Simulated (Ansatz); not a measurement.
Worked example: vertical energy of the triplet above the singlet of SiH3OF (SMILES O[SiH2]F)

SiH3OF: 6 atoms, total charge 0, spin state singlet. As SMILES, `O[SiH2]F`. The shape is that of a PBE0-D4/def2-TZVP optimisation. This is one conformer, not always the lowest.

Both states at this one shape; open shells run unrestricted unless said. 1 Eh = 27.2114 eV.

| level | program | singlet SiH3OF (Eh) | triplet SiH3OF (Eh) |
| --- | --- | --- | --- |
| SVWN5/aug-cc-pVDZ | Ansatz | -464.122287 | -463.869905 |
| BHLYP/aug-cc-pVDZ | Ansatz | -466.408728 | -466.122849 |
| r2SCAN0/aug-cc-pVDZ | Ansatz | -466.345684 | -466.065340 |
| MP2/aug-cc-pVDZ, 7 core orbitals frozen | Ansatz | -465.620014 | -465.311354 |

Problem. Work out the vertical gap, second state less first, at each level.

Solution. 
1. SVWN5/aug-cc-pVDZ: -463.869905 − (-464.122287) = 0.252382 Eh = 6.87 eV.
2. BHLYP/aug-cc-pVDZ: -466.122849 − (-466.408728) = 0.285879 Eh = 7.78 eV.
3. r2SCAN0/aug-cc-pVDZ: -466.065340 − (-466.345684) = 0.280344 Eh = 7.63 eV.
4. MP2/aug-cc-pVDZ: -465.311354 − (-465.620014) = 0.308660 Eh = 8.40 eV.

No measured value is set beside it here; the levels span 6.87 to 8.40 eV.
